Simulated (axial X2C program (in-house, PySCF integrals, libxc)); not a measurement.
## Worked dissociation energy of MgB: HF, without spin–orbit coupling

Computed with an axial X2C code built on PySCF integrals. Spin-free means the one-electron spin-free X2C Hamiltonian. Basis: Mg dyall-cv3z [9s8p6d3f], B dyall-v3z [7s6p2d1f] (cores contracted in-house); Gaussian nuclei, density fitting, unrestricted open shells. Masses: Mg 23.985 u, B 11.009 u.

Molecular state: M_S = 1/2, Λ = 1 (beyond evenly filled blocks: π+α).

| Quantity | Value |
| --- | --- |
| E(Mg) (2M_S = 0, M_L = 0) | -199.921712 hartree |
| E(B) (2M_S = 1, M_L = 0) | -24.539785 hartree |
| E(MgB) at Re | -224.473504 hartree |
| ωe | 434.4 cm⁻¹ |
| ωexe | 6.45 cm⁻¹ |

(1) Work out De and D0.

The state is a single determinant with fixed occupations, the lowest that a limited PBE0 search found. Dissociation energies refer to the lowest single-determinant-based atoms at the same level and basis. The atomic limit has a lower orbital projection than the molecule and lies lower at mean-field level, so De may be about a tenth of an eV too small. The determinant is spin-polarised beyond a pure state at some levels (its spin-free form has ⟨S²⟩ too high), which makes Re and μ there less reliable.

Hartree–Fock lacks correlation and underbinds, often by eV.

Each atomic determinant is the lowest at this level and need not be a pure term. Totals compare only within one Hamiltonian and basis.

## Answers

(1) De = -199.921712 + (-24.539785) − (-224.473504) = 0.01201 hartree = 0.327 eV. The zero-point energy is ωe/2 − ωexe/4 = 216 cm⁻¹ = 0.027 eV, so D0 = 0.300 eV.
